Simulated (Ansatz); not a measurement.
Potential energy surface of H3 (cation, charge +1), singlet: collinear H-H-H surface. Scanned: first H-H distance and second H-H distance.

Cartesian coordinates as functions of the variables (Å; names that start with a are angles):
```
H  0  0  -r1
H  0  0  0
H  0  0  r2
```

Method: full CI/cc-pVQZ, frozen core (Ansatz, a quantum-chemistry and plane-wave program).

Energy in kcal/mol above the lowest grid point; x is the first H-H distance (Å), y the second H-H distance (Å).

| y \ x | 0.63 | 0.67 | 0.75 | 0.79 | 0.87 | 0.94 | 1.02 | 1.10 | 1.25 | 1.33 | 1.57 | 1.77 | 2.15 |
|---|---|---|---|---|---|---|---|---|---|---|---|---|---|
| 2.15 | 66.9 | 62.1 | 58.3 | 58.4 | 60.9 | 64.6 | 69.8 | 75.4 | 85.6 | 90.7 | 104.6 | 114.3 | 128.7 |
| 1.77 | 58.7 | 53.3 | 48.2 | 47.6 | 48.9 | 51.7 | 56.0 | 60.8 | 70.5 | 75.5 | 89.6 | 99.6 | 114.3 |
| 1.54 | 50.0 | 44.2 | 38.4 | 37.4 | 38.1 | 40.5 | 44.4 | 49.1 | 58.5 | 63.6 | 77.7 | 87.9 | 103.0 |
| 1.38 | 42.0 | 36.1 | 29.8 | 28.7 | 29.1 | 31.3 | 35.1 | 39.6 | 49.0 | 54.1 | 68.3 | 78.6 | 93.8 |
| 1.20 | 31.6 | 25.5 | 19.0 | 17.7 | 17.9 | 20.1 | 23.8 | 28.3 | 37.7 | 42.7 | 57.0 | 67.2 | 82.3 |
| 1.13 | 27.3 | 21.1 | 14.6 | 13.4 | 13.6 | 15.7 | 19.4 | 23.9 | 33.3 | 38.4 | 52.6 | 62.7 | 77.5 |
| 1.01 | 20.2 | 14.1 | 7.6 | 6.4 | 6.6 | 8.8 | 12.5 | 17.1 | 26.4 | 31.5 | 45.5 | 55.4 | 69.2 |
| 0.96 | 17.6 | 11.5 | 5.1 | 3.9 | 4.2 | 6.3 | 10.1 | 14.7 | 24.1 | 29.1 | 43.0 | 52.7 | 65.9 |
| 0.89 | 14.6 | 8.6 | 2.3 | 1.2 | 1.6 | 3.8 | 7.6 | 12.2 | 21.6 | 26.5 | 40.2 | 49.5 | 61.8 |
| 0.80 | 13.0 | 7.1 | 1.0 | 0.0 | 0.5 | 2.9 | 6.8 | 11.4 | 20.7 | 25.6 | 38.9 | 47.6 | 58.5 |
| 0.74 | 14.1 | 8.3 | 2.5 | 1.5 | 2.2 | 4.6 | 8.6 | 13.3 | 22.5 | 27.4 | 40.2 | 48.6 | 58.5 |
| 0.69 | 17.1 | 11.5 | 5.9 | 5.0 | 5.8 | 8.3 | 12.4 | 17.0 | 26.3 | 31.0 | 43.6 | 51.5 | 60.6 |
| 0.63 | 24.5 | 19.1 | 13.7 | 13.0 | 14.0 | 16.6 | 20.7 | 25.4 | 34.6 | 39.3 | 51.3 | 58.7 | 66.9 |

Points that lie below all their neighbours on the grid: x = 0.79, y = 0.80 (0.0 kcal/mol).
